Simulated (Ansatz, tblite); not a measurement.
Forces on the cluster S3⁺ at its PBE-D4/def2-TZVP geometry. The state is a doublet with charge 1.

The xTB rows come from tblite. The structure comes from a short search, and lower isomers may exist.

GFN1-xTB (tblite), largest force 0.67 eV/Å:

```xyz
3
positions Å, forces eV/Å
S     0.805   -0.557    0.742   -0.329    0.469   -0.356
S    -0.799   -0.643   -0.478    0.165    0.132    0.098
S    -0.006    1.200   -0.264    0.164   -0.601    0.257
```

GFN2-xTB (tblite), largest force 0.34 eV/Å:

```
S 0.037 0.277 -0.031
S -0.240 -0.193 -0.144
S 0.203 -0.084 0.175
```

r2SCAN-D4/def2-TZVP (Ansatz), largest force 0.52 eV/Å:

```
S -0.327 0.169 -0.290
S 0.364 0.293 0.218
S -0.037 -0.462 0.072
```
